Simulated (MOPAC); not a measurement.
Input for MOPAC: PM7 on ethanol (SMILES CCO), a point of a bond scan (R = 1.093 Å).

```
PM7 1SCF PRECISE CHARGE=0 THREADS=1
C2H6O

C     -1.19870807 1     0.14199361 1     0.26380614 1
C      0.06293393 1    -0.42920547 1    -0.36086495 1
O      1.23309882 1     0.30528049 1    -0.01232627 1
H     -2.07920374 1    -0.41542184 1    -0.06464411 1
H     -1.32566606 1     1.18860747 1    -0.01689310 1
H     -1.15705007 1     0.08293868 1     1.35507193 1
H      0.17648705 1    -1.48647846 1    -0.08961519 1
H      0.00552725 1    -0.37720409 1    -1.44899282 1
H      1.32975984 1     0.28858550 1     0.94603633 1
```

Program output:

```
*******************************************************************************
 **                                                                           **
 **                              MOPAC v23.2.5                                **
 **                                                                           **
 *******************************************************************************
 ** MOPAC's Digital Object Identifier: https://doi.org/10.5281/zenodo.6511958 **
 **                                                                           **
 ** Please cite the open-source release paper for use of this MOPAC version:  **
 ** J. E. Moussa and J. J. P. Stewart (2026)                                  **
 ** MOPAC: An open-source semiempirical molecular orbital program             **
 ** J. Open Source Softw., 11(119), 8025, https://doi.org/10.21105/joss.08025 **
 *******************************************************************************

                              PM7 CALCULATION RESULTS

 *******************************************************************************
 *  PM7        - The PM7 Hamiltonian to be used
 *
 *
 *
 *                 CHARGE ON SYSTEM = 0
 *
 *
 *
 *  PRECISE    - TIGHTER CRITERIA TO BE USED
 *  1SCF       - DO 1 SCF AND THEN STOP
 *  THREADS=1  - MULTI-THREADING NOT USED
 *  T=         - A TIME OF 172800.0 SECONDS REQUESTED
 *  DUMP=N     - RESTART FILE WRITTEN EVERY 7200.0 SECONDS REQUESTED
 *******************************************************************************
PM7 1SCF PRECISE CHARGE=0 THREADS=1
 C2H6O

   ATOM   CHEMICAL          X               Y               Z
  NUMBER   SYMBOL      (ANGSTROMS)     (ANGSTROMS)     (ANGSTROMS)

     1       C         -1.19870807  *   0.14199361  *   0.26380614  *
     2       C          0.06293393  *  -0.42920547  *  -0.36086495  *
     3       O          1.23309882  *   0.30528049  *  -0.01232627  *
     4       H         -2.07920374  *  -0.41542184  *  -0.06464411  *
     5       H         -1.32566606  *   1.18860747  *  -0.01689310  *
     6       H         -1.15705007  *   0.08293868  *   1.35507193  *
     7       H          0.17648705  *  -1.48647846  *  -0.08961519  *
     8       H          0.00552725  *  -0.37720409  *  -1.44899282  *
     9       H          1.32975984  *   0.28858550  *   0.94603633  *



          CARTESIAN COORDINATES

    NO.       ATOM           X           Y           Z

     1         C         -1.1987      0.1420      0.2638
     2         C          0.0629     -0.4292     -0.3609
     3         O          1.2331      0.3053     -0.0123
     4         H         -2.0792     -0.4154     -0.0646
     5         H         -1.3257      1.1886     -0.0169
     6         H         -1.1571      0.0829      1.3551
     7         H          0.1765     -1.4865     -0.0896
     8         H          0.0055     -0.3772     -1.4490
     9         H          1.3298      0.2886      0.9460

 General Reference for PM7:
 "Optimization of Parameters for Semiempirical Methods VI: More Modifications to the
 NDDO Approximations and Re-optimization of Parameters", J. J. P. Stewart, J. Mol. Mod., 1:32, 19 (2013)
 https://link.springer.com/article/10.1007/s00894-012-1667-x

           Empirical Formula: C2 H6 O  =     9 atoms



      MOLECULAR POINT GROUP   :   C1


      RHF CALCULATION, NO. OF DOUBLY OCCUPIED LEVELS = 10


 -------------------------------------------------------------------------------
 PM7 1SCF PRECISE CHARGE=0 THREADS=1
 C2H6O



     1SCF WAS SPECIFIED, SO BFGS WAS NOT USED
     SCF FIELD WAS ACHIEVED


                              PM7 CALCULATION
                                                       MOPAC v23.2.5 Linux




          FINAL HEAT OF FORMATION =        -56.94616 KCAL/MOL =    -238.26273 KJ/MOL


          COSMO AREA              =         87.20 SQUARE ANGSTROMS
          COSMO VOLUME            =         69.06 CUBIC ANGSTROMS

          IONIZATION POTENTIAL    =         10.709297 EV
          HOMO LUMO ENERGIES (EV) =        -10.709  2.949
          NO. OF FILLED LEVELS    =         10
          MOLECULAR WEIGHT        =         46.0688         POINT GROUP:  C1

          MOLECULAR DIMENSIONS (Angstroms)

            Atom       Atom       Distance
            H     9    H     4     3.62466
            H     8    H     6     3.06215
            H     7    H     5     2.77564


          SCF CALCULATIONS        =          1





   ATOM   CHEMICAL          X               Y               Z
  NUMBER   SYMBOL      (ANGSTROMS)     (ANGSTROMS)     (ANGSTROMS)

     1       C         -1.19870807  *   0.14199361  *   0.26380614  *
     2       C          0.06293393  *  -0.42920547  *  -0.36086495  *
     3       O          1.23309882  *   0.30528049  *  -0.01232627  *
     4       H         -2.07920374  *  -0.41542184  *  -0.06464411  *
     5       H         -1.32566606  *   1.18860747  *  -0.01689310  *
     6       H         -1.15705007  *   0.08293868  *   1.35507193  *
     7       H          0.17648705  *  -1.48647846  *  -0.08961519  *
     8       H          0.00552725  *  -0.37720409  *  -1.44899282  *
     9       H          1.32975984  *   0.28858550  *   0.94603633  *

                             CARTESIAN COORDINATES

   1    C       -1.198708070     0.141993610     0.263806140
   2    C        0.062933930    -0.429205470    -0.360864950
   3    O        1.233098820     0.305280490    -0.012326270
   4    H       -2.079203740    -0.415421840    -0.064644110
   5    H       -1.325666060     1.188607470    -0.016893100
   6    H       -1.157050070     0.082938680     1.355071930
   7    H        0.176487050    -1.486478460    -0.089615190
   8    H        0.005527250    -0.377204090    -1.448992820
   9    H        1.329759840     0.288585500     0.946036330


           Empirical Formula: C2 H6 O  =     9 atoms



      MOLECULAR POINT GROUP   :   C1


                  EIGENVALUES
 -29.65592 -26.49673 -21.63633 -17.27219 -15.69939 -15.08127 -13.55781 -13.03590
 -11.92099 -10.70930   2.94879   4.02865   5.18810   5.46473   5.70804   5.85957
   6.30042   6.73863


              NET ATOMIC CHARGES AND DIPOLE CONTRIBUTIONS

  ATOM NO.   TYPE          CHARGE      No. of ELECS.   s-Pop       p-Pop
    1          C          -0.493289        4.4933     1.05713     3.43616
    2          C           0.011611        3.9884     1.07221     2.91618
    3          O          -0.531314        6.5313     1.85225     4.67907
    4          H           0.152976        0.8470     0.84702
    5          H           0.161848        0.8382     0.83815
    6          H           0.147663        0.8523     0.85234
    7          H           0.109680        0.8903     0.89032
    8          H           0.136607        0.8634     0.86339
    9          H           0.304218        0.6958     0.69578
 DIPOLE           X         Y         Z       TOTAL
 POINT-CHG.    -1.642    -1.071     0.671     2.072
 HYBRID         0.093     0.136     0.383     0.417
 SUM           -1.550    -0.934     1.055     2.095


          ATOMIC ORBITAL ELECTRON POPULATIONS

     Atom    s        px        py        pz
    1  C   1.05713   1.09653   1.17798   1.16166
    2  C   1.07221   0.82996   0.99930   1.08693
    3  O   1.85225   1.50341   1.79263   1.38302
    4  H   0.84702
    5  H   0.83815
    6  H   0.85234
    7  H   0.89032
    8  H   0.86339
    9  H   0.69578

 **********************
 *                    *
 * JOB ENDED NORMALLY *
 *                    *
 **********************




 == MOPAC DONE ==
```

The run finished.

Cost: around 0.020 core-seconds (rough).
